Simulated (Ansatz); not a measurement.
Take MgO in the rock salt structure (space group Fm-3m, No. 225; a = 4.214 Å) as the base.

All numbers come from PBEsol/PAW in Ansatz (a quantum-chemistry and plane-wave program), scalar-relativistic without spin-orbit coupling.

Perturbation: full substitution Mg → Ca, then cell and atoms are relaxed.

Measured lattice parameter a: MgO 4.189 Å (static lattice; corrected from measurement; as listed in Daniel Mejia-Rodriguez, S. B. Trickey, Phys. Rev. B (2018)); CaO 4.781 Å (static lattice; corrected from measurement; as listed in Wei Chen et al., Physical Review Materials (2018)).

Question: How well does PBEsol reproduce the measured shift?

Answer: With PBEsol the lattice parameter a moves by +0.553 Å (4.214 → 4.767) against +0.592 Å measured.

Stability against distortions was not tested.
